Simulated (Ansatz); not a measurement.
Two isomers of C6H8: A = `C=C1C=CCC1`, B = `C1=CCC=CC1`.

Program: Ansatz. Geometries: PBE0-D4/def2-TZVP. ΔE: electronic, gas phase. CBS: MP2 limit from def2 TZ/QZ plus the TZ coupled-cluster correction, frozen cores. Functionals use def2-TZVPP. B3LYP here is the variant with VWN-RPA as its local correlation; programs differ in this.

Task: Which is lower in electronic energy at CCSD(T)/CBS, and by how much? (An estimate is asked.)

Result: The calculation gave: B, by 5.4 kJ/mol.

Task: Give E(B) − E(A) in kJ/mol with BLYP-D4, LDA (SPW92), B3LYP-D4, B3LYP, ωB97M-V, MP2/def2-TZVPP, CCSD(T)/def2-SVP. (An estimate is asked.)

Result: The calculation gave: BLYP-D4 -0.3, LDA (SPW92) -3.9, B3LYP-D4 -3.5, B3LYP -2.1, ωB97M-V -6.3, MP2/def2-TZVPP -1.8, CCSD(T)/def2-SVP -5.3. None reverses the order clearly.

Task: Does the order hold for the free energy at 298.15 K (harmonic terms from PBE0-D4)? (An estimate is asked.)

Result: The calculation gave: No: G(B) − G(A) = +4.8 kJ/mol. Modes under 60 cm⁻¹, often nearly free rotors, make the harmonic entropy too high.

Largest T1 diagnostic: 0.011.

From r2SCAN to r2SCAN0 (25 % exact exchange), in def2-TZVPP and without D4, E(B) − E(A) moves by −3.7 kJ/mol. Leaving LDA and LC-ωPBE aside and taking each functional with its dispersion term where it has one, the values, not all of them listed here, spread over 8.6 kJ/mol, from BHLYP-D4 to B97M-V. LDA lies −5.3 kJ/mol from PBE without D4.
